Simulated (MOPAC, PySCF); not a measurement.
C3H4, SMILES `C1=CC1`, neutral singlet in the gas phase. 

Cartesian coordinates (Å):
SMILES: C1C=C1
```xyz
7

C     -0.6108    -0.6316    -0.0027
C     -0.5854     0.6549    -0.0191
C      0.7621    -0.0149     0.0143
H     -1.1706    -1.5492    -0.0012
H     -1.1086     1.5936    -0.0406
H      1.3409    -0.0146     0.9365
H      1.3741    -0.0384    -0.8860
```
Charge 0, multiplicity 1.

All levels are single points at this geometry (B3LYP-D3(BJ)/def2-TZVP); Pople sets use spherical d functions. Orbital energies aren't observables, and empty levels follow the basis.

PBE/6-31G* in PySCF gives dipole (D) = 0.51.

### Question
Estimate the dipole (D) from each of these levels: B3LYP-D3(BJ)/def2-TZVP in PySCF; B3LYP/6-311+G** in PySCF; BP86/6-31G* in PySCF; M06-2X/6-31G* in PySCF; HF/3-21G in PySCF; HF/6-31G* in PySCF; AM1 in MOPAC; PM3 in MOPAC.

### Answer

```
level                            dipole (D)
-------------------------------  ----------
B3LYP-D3(BJ)/def2-TZVP in PySCF        0.48
B3LYP/6-311+G** in PySCF               0.46
BP86/6-31G* in PySCF                   0.51
M06-2X/6-31G* in PySCF                 0.53
HF/3-21G in PySCF                      0.54
HF/6-31G* in PySCF                     0.55
AM1 in MOPAC                           0.38
PM3 in MOPAC                           0.39
```
